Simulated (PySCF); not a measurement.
Match the calculated data to a structure.

All candidates are C4H6.

* Triplet: lowest triplet excitation (Tamm–Dancoff): 4.61 eV [TDA CAM-B3LYP/aug-cc-pVTZ]
* Rotational structure: rotational constants A, B, C: 34.644, 4.232, 3.966 GHz [PBE0-D3(BJ)/def2-TZVP]
* Couplings: largest of the computed one-bond spin–spin couplings (means over like bonds): 13C–1H +176.3 (×2), 13C–1H +168.0, 13C–1H +134.0 (×3), 13C–13C +110.7, 13C–13C +108.9, 13C–13C +46.5 Hz [B3LYP/pcJ-2]
* 13C NMR: chemical shifts (computed TMS as zero) by class: 228.0 (1 C), 92.9 (1 C), 78.6 (1 C), 17.0 (1 C) ppm [GIAO PBE0/pcSseg-2]
* 1H NMR: chemical shifts (computed TMS as zero) by class: 5.38 (1 H), 4.85 (2 H), 1.73 (3 H) ppm [GIAO PBE0/pcSseg-2]
* Polarisability: 54.1 au [CAM-B3LYP/aug-cc-pVTZ]
* Dipole: 0.45 D [CAM-B3LYP/aug-cc-pVTZ]

The electronic properties come from PySCF, for the isolated species, density fitting. Levels stand in brackets. Geometry: PBE0-D3(BJ)/def2-TZVP; no solvent, vibrations or thermal averaging. NMR classes are plain means over equivalent atoms (diastereotopic ones count apart unless rotation or inversion swaps them), as if these changed places fast.

Problem. Which candidate is it?
A. `C=CC=C`
B. `C=C=CC`
C. `C#CCC`
D. `CC1=CC1`

Solution. B. It is `C=C=CC`. Numbering: `[CH2:1]=[C:2]=[CH:3][CH3:4]`. Its formula, C4H6, gives 2 degrees of unsaturation: 0 rings and 2 π bonds in the structure found. 4 carbons fall into 4 classes; from least to most shielded: central carbon of cumulated double bonds [C2] (228.0 ppm), outer carbon of cumulated double bonds [C3] (92.9 ppm), outer carbon of cumulated double bonds [C1] (78.6 ppm), methyl carbon [C4] (17.0 ppm). Hydrogen classes from least to most shielded: 1 H on an outer carbon of cumulated double bonds, C3 (5.38 ppm), 2 H on an outer carbon of cumulated double bonds, C1 (4.85 ppm), 3 H on a methyl carbon, C4 (1.73 ppm). The couplings run between: +176.3 Hz, outer carbon of cumulated double bonds [C1] and its hydrogen (with 1 like pair); +168.0 Hz, outer carbon of cumulated double bonds [C3] and its hydrogen; +134.0 Hz, methyl carbon [C4] and its hydrogen (with 2 like pairs); +110.7 Hz, central carbon of cumulated double bonds [C2] and outer carbon of cumulated double bonds [C3]; +108.9 Hz, outer carbon of cumulated double bonds [C1] and central carbon of cumulated double bonds [C2]; +46.5 Hz, outer carbon of cumulated double bonds [C3] and methyl carbon [C4]. The optimised geometry has point group Cs and is an asymmetric top.

The others, at the same levels:
- `CC1=CC1` fails: its computed 13C shifts are 130.0 (1 C), 108.6 (1 C), 15.0 (1 C), 9.1 (1 C) ppm, 1H shifts are 6.69 (1 H), 2.21 (3 H), 1.02 (2 H) ppm and lowest triplet excitation (Tamm–Dancoff) is 4.25 eV (against 4.61 eV).
- `C#CCC` fails: its computed lowest triplet excitation (Tamm–Dancoff) is 5.46 eV (against 4.61 eV), static isotropic polarisability is 48.9 au (against 54.1 au) and rotational constant A is 27.581 GHz (against 34.644 GHz).
- `C=CC=C` fails: its computed lowest triplet excitation (Tamm–Dancoff) is 3.24 eV (against 4.61 eV), static isotropic polarisability is 56.4 au (against 54.1 au) and rotational constant A is 42.480 GHz (against 34.644 GHz).

Each candidate is one conformer, not necessarily the lowest. The conformers computed, where there is a choice (atom-mapped SMILES and torsion angles):
- `[CH2:1]=[CH:2][CH:3]=[CH2:4]`: C1–C2–C3–C4 180°
